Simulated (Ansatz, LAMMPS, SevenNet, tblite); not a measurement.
Ladder of methods for the zone-centre TO phonon frequency of rock-salt CdO

Reference value: 266 cm⁻¹ (measured, temperature not stated, not corrected to a static lattice, sources range from 262 to 266; as tabulated in Gopal et al., Improved predictions of the physical properties of Zn- and …).

```json
[
 {"level (code)": "ionic model lewis1985a (rigid ions, LAMMPS)", "value (cm⁻¹)": "243", "cell (Å³/atom)": "12.89", "difference (%)": "-8.6"},
 {"level (code)": "GFN2-xTB (tblite)", "value (cm⁻¹)": "195", "cell (Å³/atom)": "12.43", "difference (%)": "-27"},
 {"level (code)": "SevenNet-l3i5 (SevenNet)", "value (cm⁻¹)": "239", "cell (Å³/atom)": "13.71", "difference (%)": "-10.2"},
 {"level (code)": "LDA (Ansatz)", "value (cm⁻¹)": "268", "cell (Å³/atom)": "12.44", "difference (%)": "+0.8"},
 {"level (code)": "PBE (Ansatz)", "value (cm⁻¹)": "228", "cell (Å³/atom)": "13.55", "difference (%)": "-14.3"}
]
```

Leaving aside ionic model lewis1985a, which can be fitted to such values or carry a doubt: Closest of these to the reference: LDA (+0.8 %). GFN2-xTB (-27 %) lies farthest from it. Of these only LDA lands within 5 %.

The measured value isn't corrected to a static lattice, so vibrations enter the comparison.  GFN2-xTB: the method was fitted mainly to molecules. GFN2-xTB: the run uses a supercell at the zone centre in place of a k mesh. LDA, PBE: the solid has no gap at this level, which affects its response. Each level is taken at its own relaxed cell. Ansatz's density-functional and Hartree–Fock values are scalar-relativistic unless marked +SOC, with PAW data made under PBE.

Empirical potentials (ionic model lewis1985a) are fitted to chosen data, which need not cover the solid at hand: agreement can be built in, and what lay outside the fit can be far off. Machine-learned potentials (SevenNet-l3i5) are trained on DFT data, which may include these solids.

Differences are worked out from the printed values.

Ansatz is a first-principles code.
